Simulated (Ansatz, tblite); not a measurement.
# 1T (CdI2-type) HfS2, equilibrium lattice constant a

Reference value: 3.635 Å (measured, temperature not stated, no zero-point or thermal correction; as tabulated in Björkman (2014), arXiv:1406.2436).

```json
[
 {"level (code)": "GFN1-xTB (tblite)", "value (Å)": "3.871", "difference (%)": "+6.49"},
 {"level (code)": "LDA (Ansatz)", "value (Å)": "3.555", "difference (%)": "-2.20"},
 {"level (code)": "PBE (Ansatz)", "value (Å)": "3.651", "difference (%)": "+0.44"},
 {"level (code)": "rVV10 (Ansatz)", "value (Å)": "3.668", "difference (%)": "+0.91"},
 {"level (code)": "PBE0 (Ansatz)", "value (Å)": "3.649", "difference (%)": "+0.39"}
]
```

The reference's temperature isn't stated, so close values are not ranked against it. Off by more than 1.25 % (a bound picked here): GFN1-xTB (+6.49 %), LDA (-2.20 %).

The measured value isn't corrected to a static lattice, so vibrations enter the comparison. A static lattice is as a rule a little smaller than the measured one.  Density-functional levels without +SOC have no spin–orbit coupling. GFN1-xTB: the method was fitted mainly to molecules. GFN1-xTB: the run uses a supercell at the zone centre in place of a k mesh. LDA, PBE, PBE0: the cell comes from a level without a dispersion term, which matters for the spacing of layers, chains or molecules. Cutoffs and k meshes differ between the levels. Ansatz's density-functional and Hartree–Fock values are scalar-relativistic unless marked +SOC, with PAW data made under PBE.

Differences are worked out from the printed values.

Ansatz is a program for electronic structure.
